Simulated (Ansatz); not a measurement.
Rock-salt SnTe (cubic form, which distorts at low temperature), treated with rVV10 (Ansatz, an electronic-structure program, plane waves, PAW).

Run with plane-wave cutoff 520 eV, 10×10×10 k mesh, Fermi–Dirac smearing 0.01 eV, scalar-relativistic PAW data made under PBE.

A third-order Birch–Murnaghan fit to the energies gives V0 = 33.788 Å³/atom, B0 = 40.7 GPa, B′ = 4.0.

| V (Å³/atom) | P (GPa) |
|---|---|
| 31.793 | 2.791 |
| 32.469 | [?] |
| 33.145 | 0.816 |
| 33.822 | -0.042 |
| 34.498 | -0.814 |
| 35.175 | -1.508 |
| 35.851 | [?] |

Question: Estimate the withheld pressures from this fit; the answers are the runs' own values.

Answer: 
- 32.469, P (GPa): 1.760
- 35.851, P (GPa): -2.133

The formula P = (3/2) B0 (x^(7/3) − x^(5/3)) [1 + (3/4)(B′ − 4)(x^(2/3) − 1)] with x = V0/V meets the computed pressures within 0.01 GPa when these rounded values are put in.

Measured, for comparison: bulk modulus 37.8 GPa (temperature not stated, no zero-point or thermal correction; as tabulated in Toher et al. (2017), arXiv:1611.05714); equilibrium volume per atom 31.50 Å³/atom (room temperature, no zero-point or thermal correction; as tabulated in Maiti et al. (2022), arXiv:2109.01420). Computed (rounded) less measured: bulk modulus +8 %, equilibrium volume per atom +7.3 %. A static lattice is as a rule a little smaller and stiffer than an uncorrected measurement, which narrows the difference in the bulk modulus and would widen misses of the other sign.

Note: symmetry holds this phase in the static calculation, where it need not be a minimum.

Spin–orbit coupling is not included.

The computed numbers hold no vibrational or temperature effects.
